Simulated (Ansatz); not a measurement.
Ansatz (an electronic-structure program) input (MP2/aug-cc-pV(T+d)Z): A basis named .json is the Basis Set Exchange file of that set (core-valence sets with the plain set on hydrogen).

Ansatz 0.2 input:
```yaml
crystal:
  periodic: [false, false, false]
  atoms:
    - {symbol: Si, position_ang: [-0.00000000, -0.00000000, -0.55023073]}
    - {symbol: O, position_ang: [0.00000000, 0.00000000, 0.96290378]}
basis:
  gaussian:
    orbitals: aug-cc-pV_T+d_Z.json
    fitting: {mean_field: def2-universal-jkfit, correlation: cc-pVQZ-RIFIT.json}
magnetization: {spin_polarized: false}
correlation: {method: mp2, electrons: outside_noble_gas}
```

Output:

```
Functional definition: HF
integrals: 0.02 GiB planned
205 factors; integrals over basis functions are off by at most 9.7e-1 eV
290 factors; integrals over basis functions are off by at most 4.4e-1 eV
mean field: 0.12 GiB planned
mean field evaluation 1: about -9895.6717 eV, gradient 5.0e1 eV
mean field evaluation 2: about -9894.1834 eV, gradient 6.0e1 eV
mean field evaluation 4: about -9900.7286 eV, gradient 6.0e-1 eV
mean field evaluation 8: about -9900.7310 eV, gradient 2.7e-6 eV
mean field -9900.73101515 eV, -363.8451538501 hartree, gradient 2.7e-6 eV, S^2 0.000000; 0 other end points of the search recorded, 0 dependent functions left out
6 core orbitals not correlated
reference -9900.73101515 eV, -363.8451538501 hartree; 5, 5 occupied and 90, 90 virtual orbitals, 290 factors
second order -9.35507637 eV of doubles, -0.00000000 eV of singles
Total energy: -9910.08609151 eV, -364.1889465655 hartree
```
